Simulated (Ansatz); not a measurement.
Species: C2H6S, SMILES `CSC` (charge 0, multiplicity 1), formula C₂H₆S.

Question: How many basis functions does Ansatz (a first-principles code) with frozen-core CCSD(T)/cc-pVTZ // B3LYP-D3(BJ)/def2-SVP use, how many core orbitals are frozen, and how many electrons are correlated?

Answer: 178 basis functions and 7 frozen orbitals, which leaves 20 correlated electrons. Core time is of the order of seconds.
